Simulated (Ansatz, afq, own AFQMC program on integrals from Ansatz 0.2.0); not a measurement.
**AlBH₂, triplet: AFQMC among the cluster methods**

```xyz
4

B     0.0000    0.0000    0.8494
Al    0.0000    0.0000   -0.6556
H     0.0000    0.0000    2.0325
H     0.0000    0.0000   -2.2264
```

Connectivity, by distances: BH–AlH.

Basis 6-31G. Noble-gas cores (and the filled d shells of Ga–Kr and In–Xe) are frozen. Ansatz 0.2.0 and our own AFQMC program on the same integrals; the CISD trial comes from CCSD amplitudes, and released means the phaseless constraint is let go. ± is one standard error of the sampling.

Determinant: UHF, the one that the program's search chose, which needn't be the lowest solution. The geometry is a point of a scan.

Full CI on the same integrals is exact in this basis and with this determinant's frozen core.

Cautions: lower spins were not checked.

* T1 diagnostic: 0.0131
* weight of the determinant in the CISD state: 0.932
* ⟨S²⟩ of the determinant: 2.014
* size of the correlated space: 8 electrons in 20 orbitals

```
  level  correlation energy (eV)
    MP2                  -1.8006
   CCSD                  -2.3967
CCSD(T)                  -2.4447
```

**Question.** Estimate where full CI lies against CCSD(T) on the same integrals.

**Answer.** 0.78 mEh below CCSD(T).

Reference: full CI, correlation energy -2.466 eV. The released energy is read at 2.40 1/Eh (meV from the phaseless value at times in 1/Eh: -0.9 ± 1.3 at 0.24, -2.3 ± 0.9 at 0.51, -4.4 ± 0.8 at 0.99, -5.0 ± 0.8 at 1.62, -5.6 ± 1.3 at 2.40).

```tsv
level	E − E(reference) (mEh)	share of correlation (%)
CCSD(T)	0.78	99.14
CCSDT	0.14	99.85
CCSDT(Q)	0.02	99.97
CCSDTQ	0.01	99.99
ph-AFQMC/CISD	0.28 ± 0.04	99.69
released AFQMC	0.08 ± 0.05	99.92
```

CCSDT and higher add their correlation energy to the determinant of the CCSD(T) run, since their own runs factorise the integrals more tightly (a shift of under 2 meV). A walk keeps the symmetry of its determinant, which the program's search chose and which needn't be the lowest solution, so a lower state of the same spin and another symmetry isn't excluded. Released energies are given only where the last usable release times agree within the noise; a slower fall can still hide under it.
